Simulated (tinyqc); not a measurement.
CIS on RHF in the sto-6g basis, frozen core, for H2O, spin multiplicity 1, step by step. One step of it, computed by the program tinyqc.

Problem. CIS matrix, triplets. A(ia,jb) = (e_a - e_i) d_ij d_ab - (ij|ab).

orbital energies (hartree): MO1 -20.496388, MO2 -1.236054, MO3 -0.601802, MO4 -0.427856, MO5 -0.385606, MO6 0.517229, MO7 0.690078

Two-electron integrals over orbitals (pq|rs), unique and non-zero (hartree); the lowest 1 orbital is frozen and left out:
```
(22|22) 0.724154    (32|32) 0.139300    (33|22) 0.628684    (33|33) 0.613801
(42|22) -0.009774   (42|33) 0.005165    (42|42) 0.129363    (43|32) 0.025030
(43|43) 0.048731    (44|22) 0.680766    (44|33) 0.586499    (44|42) -0.103503
(44|44) 0.765517    (52|52) 0.147871    (53|53) 0.027424    (54|52) -0.043181
(54|54) 0.052034    (55|22) 0.752171    (55|33) 0.614639    (55|42) -0.070578
(55|44) 0.722633    (55|55) 0.880663    (62|22) 0.138476    (62|33) 0.067972
(62|42) 0.025699    (62|44) 0.086146    (62|55) 0.154207    (62|62) 0.098102
(63|32) -0.045870   (63|43) -0.033912   (63|63) 0.079871    (64|22) 0.106470
(64|33) 0.042496    (64|42) -0.027602   (64|44) 0.122063    (64|55) 0.123794
(64|62) 0.064240    (64|64) 0.073523    (65|52) 0.057724    (65|54) 0.001139
(65|65) 0.036721    (66|22) 0.595423    (66|33) 0.558118    (66|42) 0.056799
(66|44) 0.541836    (66|55) 0.575683    (66|62) 0.089288    (66|64) 0.044943
(66|66) 0.584120    (72|32) 0.048686    (72|43) -0.029686   (72|63) 0.032409
(72|72) 0.065341    (73|22) 0.155222    (73|33) 0.090868    (73|42) -0.071360
(73|44) 0.160552    (73|55) 0.197082    (73|62) 0.076149    (73|64) 0.082149
(73|66) 0.039272    (73|73) 0.152651    (74|32) -0.071953   (74|43) -0.002345
(74|63) 0.049766    (74|72) -0.017678   (74|74) 0.065780    (75|53) 0.023979
(75|75) 0.025354    (76|32) 0.097868    (76|43) 0.053723    (76|63) -0.073305
(76|72) -0.003978   (76|74) -0.058059   (76|76) 0.120474    (77|22) 0.621086
(77|33) 0.599021    (77|42) -0.019093   (77|44) 0.603343    (77|55) 0.624138
(77|62) 0.068456    (77|64) 0.045552    (77|66) 0.557208    (77|73) 0.101889
(77|77) 0.614989
```

Give: CIS matrix A, triplet.

Solution.

CIS matrix A, triplet (hartree):
```
        2>6     2>7     3>6     3>7     4>6     4>7    5>6    5>7
2>6   1.158   0.000   0.000  -0.098  -0.057   0.000  0.000  0.000
2>7   0.000   1.305  -0.098   0.000   0.000   0.019  0.000  0.000
3>6   0.000  -0.098   0.561   0.000   0.000  -0.054  0.000  0.000
3>7  -0.098   0.000   0.000   0.693  -0.054   0.000  0.000  0.000
4>6  -0.057   0.000   0.000  -0.054   0.403   0.000  0.000  0.000
4>7   0.000   0.019  -0.054   0.000   0.000   0.515  0.000  0.000
5>6   0.000   0.000   0.000   0.000   0.000   0.000  0.327  0.000
5>7   0.000   0.000   0.000   0.000   0.000   0.000  0.000  0.452
```
